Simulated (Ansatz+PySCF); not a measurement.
A calculation with Ansatz (development build ahead of 0.2.0).

```yaml
crystal:
  periodic: [false, false, false]
  atoms:
    - { symbol: C, position_ang: [0.0, 0.0, 0.0] }
    - { symbol: F, position_ang: [0.52314, 0.69752, 1.51018] }
basis:
  gaussian: { orbitals: STO-3G }
total_charge: 1
hamiltonian:
  xc: hf
correlation:
  method: fci
  frozen_orbitals: { C: 1, F: 1 }
```

The input is written out in the form of the current development build from the run's settings.

Results

| Item | Value |
| --- | --- |
| Converged | yes |
| Total energy | -135.04494 hartree |
| State | lowest singlet root, of any spatial symmetry |
